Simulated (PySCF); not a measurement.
Gas-phase reaction: 2 AlF2 + ClF → AlClF2 + AlF3

Energies from PySCF, thermal terms from the rigid-rotor harmonic-oscillator model, ideal gas at 1 bar. The comparison is the NASA 1993 polynomial table, which mixes measured and estimated data. After a fit of one offset per element over all species, the range-separated, M06-2X, PBE0/def2-QZVP and CCSD(T)/def2-TZVPP enthalpies, where run, lie to one side of the table for AlF2 (+60 kJ/mol): a fault of the table's entry, another state or a shared error of the levels is possible; this was not checked at source. † marks an energy on the PBE0/def2-TZVP geometry and frequencies. CCSD(T) freezes the core. Open shells (unrestricted): AlF2 (multiplicity 2); the rest are closed-shell singlets. For this reaction the table lies outside the span of B3LYP, CCSD(T), M06-2X, MP2, PBE0, r2SCAN, ωB97M-V, ωB97X-V in their largest bases here; which side is off was not settled. CCSD(T) isn't extrapolated to the basis-set limit; its ΔH°(298 K) is -892.7 kJ in def2-SVP and -883.0 kJ in def2-TZVPP. The harmonic model lacks anharmonicity and excited electronic states, which grow with temperature; levels with a mode under 35 cm⁻¹ are left out. The table's entry may be an old estimate for AlF2, ClF, AlClF2, AlF3 (not checked at source).

| level | ΔH°(298 K), kJ | minus table | ΔG°(1200 K), kJ |
|---|---|---|---|
| table | -769.1 | - | -568.7 |
| BLYP/def2-TZVP† | -806.4 | -37.3 | -606.0 |
| CCSD(T)/def2-SVP† | -892.7 | -123.6 | -692.3 |
| PBE/def2-TZVP† | -806.4 | -37.3 | -606.0 |
| PBE0/def2-SVP† | -866.0 | -96.9 | -665.6 |
| r2SCAN/def2-TZVP† | -855.8 | -86.7 | -655.4 |
